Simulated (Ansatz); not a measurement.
Input for Ansatz (development build ahead of 0.2.0):

```yaml
crystal:
  periodic: [false, false, false]
  atoms:
    - { symbol: O, position_ang: [-0.03306, 0.00485, -0.0009] }
    - { symbol: H, position_ang: [-0.24633, 0.94918, 0.03223] }
    - { symbol: H, position_ang: [0.96342, -0.00394, 0.01428] }
    - { symbol: O, position_ang: [2.93565, -0.01348, -0.02086] }
    - { symbol: H, position_ang: [3.47216, 0.19397, 0.73742] }
    - { symbol: H, position_ang: [3.51755, 0.201, -0.76218] }
basis:
  gaussian: { orbitals: cc-pVDZ }
hamiltonian:
  xc: hf
correlation:
  method: mp2
  frozen_orbitals: { H: 0, O: 1 }
```

The input is written out in the form of the current development build from the run's settings.

Results

```
Converged                       : yes
Reference energy                : -152.05915 hartree
Correlation energy              : -0.40744 hartree
Total energy                    : -152.46659 hartree
Spin squared of the determinant : 0.000
```
